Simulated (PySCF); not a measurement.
Molecule: SMILES CN(C)P(C)C, C₄H₁₂NP.

Atom-mapped SMILES (the numbers label the heavy atoms): `[CH3:1][N:2]([CH3:3])[P:4]([CH3:5])[CH3:6]` (H(Xn): hydrogen on atom n).

Geometry PBE0-D3(BJ)/def2-SVP throughout; GIAO in PySCF, gas phase, one conformer, non-relativistic; equivalent atoms averaged; functional PBE0.

(1) How do the absolute shieldings σ depend on the basis set? (ppm; last column core-seconds on 1 thread of an Arm Neoverse V1, shared host)

(2) Which nucleus moves most, in ppm?

(3) Taking the largest basis, def2-TZVP (264 functions), as the yardstick, rank the others by their worst heavy-atom deviation.

Results:

(1) 
```tsv
basis set	functions	C1/C3	C5/C6	N2	P4	H(C1)/H(C3)	H(C5)/H(C6)	core-s
STO-3G	46	196.6	220.3	303.0	505.6	31.44	31.98	4.5
6-31G	82	159.3	181.7	233.9	378.2	30.27	31.31	8.7
6-31G*	112	155.1	176.7	234.4	341.9	29.78	30.84	12
def2-SVP	148	154.8	175.8	236.5	353.4	29.33	30.36	15
6-311+G(2d,p)	242	146.3	166.9	217.6	257.9	29.26	30.43	32
def2-TZVP	264	145.8	167.2	220.0	237.9	29.25	30.45	39
```

(2) P4 (phosphorus bonded to 2 C, N): from 237.9 ppm with def2-TZVP to 505.6 ppm with STO-3G. The smallest spread is 1.63 ppm, at H(C5)/H(C6). Proton shifts span only some 12 ppm, so a few tenths of a ppm matter as much there as several ppm in carbon.

(3) 6-311+G(2d,p) 20.0 ppm (242 functions), 6-31G* 104.0 ppm (112 functions), def2-SVP 115.6 ppm (148 functions), 6-31G 140.3 ppm (82 functions), STO-3G 267.7 ppm (46 functions).

A small basis that lands close on one nucleus may do so by chance; judge by the trend and by all nuclei.
